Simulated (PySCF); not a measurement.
# C5H10 (cis-2-pentene): the cost of one run

The runs use PySCF 2.14.0, with density-fitted response routines of our own; the level of theory stands in each step. All values are computed, except where a source is named. Atoms count from 0, in the outputs and in this text.

### 1 The molecule as given

15 atoms, charge 0, multiplicity 1; geometry from: MMFF94s. The atoms were then displaced at random by about 0.03 Å, so the start is not that level's minimum.

Bonds of the start (Å): C0–C1 1.58, C1–C2 1.37, C2–C3 1.35, C3–C4 1.56, C0–H5 0.99, C0–H6 1.14, C0–H7 1.06, C1–H8 1.03, C2–H9 1.15, C3–H10 1.18, C3–H11 1.06, C4–H12 1.16, C4–H13 1.15, C4–H14 1.08.

### 2 Optimising the geometry at PBE0-D3(BJ)/def2-SVP

The job: settings as JSON, then the geometry in Å.

```
{"job": {"xc": "PBE0", "basis": "def2-SVP", "d3": "d3bj", "grid": 1, "shake": 0.03, "kind": "geom"}, "charge": 0, "multiplicity": 1}
C      2.595010    -0.377690     0.252510
C      1.167360    -0.284300    -0.407260
C     -0.030680    -0.361930     0.252140
C     -1.225650    -0.323760    -0.378210
C     -2.150300     0.843820     0.069030
H      3.099760    -1.130910    -0.155400
H      3.104380     0.615580     0.011380
H      2.519840    -0.383720     1.313210
H      1.164080    -0.156420    -1.426100
H      0.040230    -0.464880     1.391610
H     -1.880120    -1.264810    -0.085150
H     -1.222650    -0.300250    -1.440100
H     -3.214220     0.885800    -0.400500
H     -2.336930     0.853060     1.207210
H     -1.662890     1.774300    -0.160350
```

Run with:

```bash
$ OMP_NUM_THREADS=1 python probes_run.py task.json out
```

This one command runs all jobs of the session in turn.

**Question.** How long does this first job take on 1 thread of Arm Neoverse V1, shared host, and how much memory does it need?

About 41 s, with a peak of 0.5 GiB.
